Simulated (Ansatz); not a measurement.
```yaml
crystal:
  periodic: [false, false, false]
  atoms:
    - {symbol: N, position_ang: [-1.766297, -0.396492, -0.003198]}
    - {symbol: P, position_ang: [-0.622697, 0.565444, 0.003722]}
    - {symbol: S, position_ang: [1.310821, -0.396769, -0.002379]}
    - {symbol: H, position_ang: [1.980070, 0.756012, 0.005727]}
basis:
  gaussian: {orbitals: def2-TZVP}
magnetization: {spin_polarized: true, initial_magnetization: 1}
hamiltonian: {xc: pbe0}
relax: {f_tol: 0.004, max_steps: 80}
```

```sh
$ ansatz run in.yaml --threads 1 --pin off --events-out ev --progress --plain --max-ram 2176MiB
```

Steps of the relaxation (energy above the last step; positions in Å, forces in eV/Å):

```
4
step 1, 89.8 meV
N    -1.766   -0.396   -0.003   -1.665   -1.611   -0.012
P    -0.623    0.565    0.004    2.161    1.581    0.011
S     1.311   -0.397   -0.002   -0.535   -0.303   -0.002
H     1.980    0.756    0.006    0.039    0.333    0.002
```

```
4
step 2, 43.3 meV
N    -1.717   -0.397   -0.003   -1.136   -1.009   -0.007
P    -0.574    0.596    0.004    1.254    0.789    0.006
S     1.300   -0.437   -0.003   -0.354    0.275    0.002
H     1.893    0.767    0.006    0.236   -0.055    0.000
```

```
4
step 3, 7.1 meV
N    -1.718   -0.423   -0.003   -0.383   -0.365   -0.003
P    -0.586    0.614    0.004    0.485    0.255    0.002
S     1.271   -0.419   -0.003   -0.112    0.267    0.002
H     1.935    0.756    0.006    0.010   -0.157   -0.001
```

```
4
step 4, 0.5 meV
N    -1.714   -0.438   -0.003   -0.032   -0.024    0.000
P    -0.591    0.626    0.004    0.044    0.009    0.000
S     1.251   -0.406   -0.002    0.065    0.151    0.001
H     1.956    0.746    0.006   -0.077   -0.136   -0.001
```

```
4
step 6, 0.0 meV
N    -1.714   -0.439   -0.003   -0.001    0.000    0.000
P    -0.590    0.626    0.004    0.002   -0.002    0.000
S     1.251   -0.403   -0.002   -0.002    0.000    0.000
H     1.954    0.744    0.006    0.001    0.001    0.000
```

Close pairs at the end: S3–H4 1.345 Å, N1–P2 1.548 Å, P2–S3 2.109 Å.

A stationary point of unrestricted PBE0 after 6 steps, with ⟨S²⟩ = 0.772 against 0.75 for a pure state; no frequencies were run, so it isn't proven a minimum. 27 s on 1 thread of Arm Neoverse V2, shared host.
